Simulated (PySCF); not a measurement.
C4H5 (doublet state).
Atom-mapped SMILES: `[CH:1]#[C:2][CH:3][CH3:4]` (hydrogens: H5 on C1; H6 on C3; H7, H8, H9 on C4)

Structure used (PBE0-D3(BJ)/def2-SVP), in Å, numbered top down from 1:
```xyz
9
C4H5 angstrom
C      2.2875    0.3392    0.2944
C      1.1472   -0.1218    0.2383
C     -0.1322   -0.6244    0.1766
C     -1.3282    0.1884   -0.1864
H      3.2844    0.7349    0.3459
H     -0.2698   -1.6931    0.3776
H     -2.1652   -0.0054    0.5042
H     -1.6908   -0.0701   -1.1984
H     -1.1058    1.2643   -0.1754
```

The calculation used UKS B3LYP, IGLO-III on C, pcH-1 on H, non-relativistic, mean-field spin-orbit, GIAO in PySCF. Geometry: PBE0-D3(BJ)/def2-SVP; no solvent, vibrations or thermal averaging. Stability of the SCF solution: not tested.

Mulliken spin populations: C1 +0.530, C2 -0.240, C3 +0.772, C4 -0.066, H5 -0.026, H6 -0.042, H7 +0.025, H8 +0.043, H9 +0.004. Main spin sites, with 60 % or more of the largest population: C1, C3; positions count bonds from the nearest.

Question: What dipolar couplings does the calculation give for H7, H8, H9?

Answer: 
```json
{"atom": "H7", "position": "2 bonds from C3", "distance from C3 (Å)": "2.15", "T1 (MHz)": "-3.70", "T2": "-2.72", "T3": "6.42"}
{"atom": "H8", "position": "2 bonds from C3", "distance from C3 (Å)": "2.15", "T1 (MHz)": "-3.84", "T2": "-2.46", "T3": "6.30"}
{"atom": "H9", "position": "2 bonds from C3", "distance from C3 (Å)": "2.15", "T1 (MHz)": "-3.04", "T2": "-2.54", "T3": "5.58"}
```

Question: Estimate them with point dipoles: put each population ρk at its nucleus, leave out the nucleus itself and the atom bound to it, and sum T = Σ [ρk/(2S)]·C·(3 n nᵀ − 1)/r³ with C = μ0 gₑ μB g_N μN/(4π h) = 79.06 MHz Å³.

Answer: 
```tsv
atom	T1 (MHz)	T2	T3	T3, computed	difference in T3 (%)
H7	-6.48	-5.02	11.50	6.42	+79
H8	-6.18	-5.35	11.53	6.30	+83
H9	-6.17	-4.59	10.77	5.58	+93
```

In T3 the estimate is closest for H7 (+79 %, 2.15 Å from C3) and worst for H9 (+93 %, 2.15 Å).

Time: 22 s. Hardware: an x86-64 server with one thread, no GPU, on a shared host.
